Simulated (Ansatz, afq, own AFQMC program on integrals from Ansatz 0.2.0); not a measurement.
Two steps: Ansatz 0.2.0 writes the Fock matrix and Cholesky factors of the valence space, and afq projects on them the lowest state that overlaps trial and start.

```yaml
crystal:
  periodic: [false, false, false]
  atoms:
    - {symbol: Al, position_ang: [0.000000, 0.000000, 0.000000]}
    - {symbol: P, position_ang: [0.000000, 0.000000, 7.546000]}
basis:
  gaussian: {orbitals: 6-31G}
magnetization: {spin_polarized: true, initial_magnetization: 2}
correlation: {method: ccsd_t, electrons: outside_noble_gas, hamiltonian_folder: ham}
```

```sh
$ ansatz run in.yaml --threads 1 --pin off --events-out ev --progress --plain --max-ram 16896MiB --backend cuda --devices 0, --max-vram 18GiB
```

afq runs on the folder ham with

```
--method phaseless --trial cisd --walkers 4000 --populations 20 --least-time 60 --time-step 0.005 --steps-per-block 50 --equilibration-blocks 40 --max-blocks 4000 --target-error 0.00034 --factor-cut 1e-05 --start spin_pure --seed 1308 --release-times 0.24,0.51,0.99,1.62,2.4 --release-step 0.03 --release-every 3 --taylor-order 6
```

Times are imaginary, in 1/Eh. The walk had a cap of 122 s. With eight or more populations the least sampling time is a fifth of least-time, and the error comes from their spread.

```
orbitals 16  electrons 5 3  factors 59 of 278
reference energy -582.54320130 Eh
CCSD correlation -0.04502852 Eh in 11 cycles, weight of the determinant in the CISD state 0.9409
energy of the start -582.588158 Eh
 block  time / (1/Eh)  mean weight  energy / Eh
     1     0.250  1.0000  -582.588016
     2     0.500  1.0000  -582.587992
     3     0.750  1.0000  -582.588037
     4     1.000  1.0000  -582.588101
     5     1.250  1.0000  -582.588154
     8     2.000  1.0001  -582.588296
    11     2.750  1.0001  -582.588367
    15     3.750  1.0000  -582.588406
    17     4.250  1.0000  -582.588470
    23     5.750  1.0000  -582.588485
    29     7.250  1.0000  -582.588523
    35     8.750  1.0001  -582.588474
    41    10.250  1.0001  -582.588477
    47    11.750  0.9999  -582.588510
    53    13.250  0.9999  -582.588493
    59    14.750  1.0001  -582.588472
    65    16.250  1.0000  -582.588449
    71    17.750  1.0000  -582.588506
    77    19.250  1.0000  -582.588493
    81    20.250  1.0000  -582.588567
    83    20.750  1.0001  -582.588433
    89    22.250  0.9999  -582.588416
error from the spread of 20 populations
released: time / (1/Eh)  energy / Eh  error  mean overlap
  0.24  -582.588479  0.000012  1.0008
  0.51  -582.588480  0.000011  0.9995
  0.99  -582.588495  0.000008  1.0006
  1.62  -582.588511  0.000011  0.9992
  2.40  -582.588506  0.000010  1.0001
energy -582.588472 +/- 0.000012 Eh
(rows thinned)
```

(1) Estimate how long the walk took on 1 × NVIDIA H100 80GB HBM3 with 2 threads of AMD EPYC 7R13 Processor (Zen 3) (shared host) (the card was shared).

The run passed its tests (sampling time, drift between the halves within three errors, error under three times the target), which doesn't prove that it has relaxed.

Against this walk (error 0.3 meV) on the same determinant: CCSD(T) 0.9 meV higher, CCSDT(Q) 1.4 meV lower, CCSDTQ 1.4 meV lower, full CI 1.4 meV lower. The error is statistical and leaves out the bias of the constraint. The determinant has ⟨S²⟩ = 3.00, so the low cluster orders mix in higher spin, while the walk starts as a pure triplet. Released to 2.40 1/Eh the energy lies 0.9 ± 0.4 meV (both errors) below the phaseless value, which shows part or all of the bias of the constraint, and full CI lies 0.5 meV below the released value. The determinant is a poor start (see the cautions), so the low cluster orders aren't to be relied on, and full CI is the sure value.

Cautions: constraint bias not in the error; lower spins were not checked; unrestricted determinant spin contaminated (⟨S²⟩ 3.00 against 2.00); the next higher spin lies close (within 5 meV by full CI).

## Answers

(1) 30 s of wall time.

CCSDT and higher add their correlation energy to the determinant of the CCSD(T) run, since their own runs factorise the integrals more tightly (a shift of under 2 meV).
